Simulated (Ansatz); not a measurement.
A made-up structure of CH2NSi, doublet:

| atom | x (Å) | y (Å) | z (Å) |
| --- | --- | --- | --- |
| C1 | 0.8054 | -0.8648 | 1.8420 |
| N2 | 0.4296 | -0.4324 | 0.8166 |
| Si3 | 0.0195 | 0.1213 | -0.7714 |
| H4 | 1.2709 | -0.7546 | 2.7879 |
| H5 | 0.0583 | 1.6032 | -0.7667 |

It is relaxed with PBE-D4/def2-SVP and then PBE0-D4/def2-TZVP (Ansatz 0.2.0). Atoms count as bonded within 1.22 times the sum of their covalent radii (H–H: 0.88 Å). The end point is not checked to be a true minimum.

(1) Does its bonding change? (A judgement: the text doesn't fix the answer.)

Results:

(1) Computed: No: no bond forms or breaks.

Where it ends: The first stage lowers the energy by 0.59 eV in 9 steps. It ends as CH₂NSi ([CH][N][SiH]):
C1  (0.598, -0.673, 1.928)
N2  (0.454, -0.294, 0.812)
Si3  (0.142, 0.011, -0.873)
H4  (1.382, -0.877, 2.649)
H5  (0.008, 1.506, -0.607)
(Å)

Labels in which every atom is bracketed show which atoms are joined, not bond orders.

For scale, one of the runs: PBE0-D4/def2-TZVP relaxation, 111 basis functions, launched by `ansatz run in.yaml --threads 2 --pin off --events-out ev --progress --plain --max-ram 4352MiB`. The run took about 23 s on 2 CPU threads of an Arm Neoverse V1 (shared host).
